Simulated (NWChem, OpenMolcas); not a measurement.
C3O2 (carbon suboxide): the vertical energy of the triplet above the singlet from total energies

C3O2 has 5 atoms, charge 0, and is taken as a singlet. As SMILES, `O=C=C=C=O`. The shape is that of a PBE0-D4/def2-TZVP optimisation.

Both states at this one shape; open shells run unrestricted unless said. 1 Eh = 27.2114 eV.

| level | program | singlet C3O2 (Eh) | triplet C3O2 (Eh) |
| --- | --- | --- | --- |
| HF/6-311+G** | OpenMolcas | -263.350216 | -263.223964 |
| BHLYP/6-311+G** | NWChem | -264.647402 | -264.505389 |
| M06-2X/6-311+G** | NWChem | -264.696568 | -264.542183 |

Q: Work out the vertical gap, second state less first, at each level.

A: 
1. HF/6-311+G**: -263.223964 − (-263.350216) = 0.126252 Eh = 3.44 eV.
2. BHLYP/6-311+G**: -264.505389 − (-264.647402) = 0.142013 Eh = 3.86 eV.
3. M06-2X/6-311+G**: -264.542183 − (-264.696568) = 0.154385 Eh = 4.20 eV.

No measured value is set beside it here; the levels span 3.44 to 4.20 eV. Hartree–Fock favours the state with fewer electron pairs, since it lacks pair correlation.
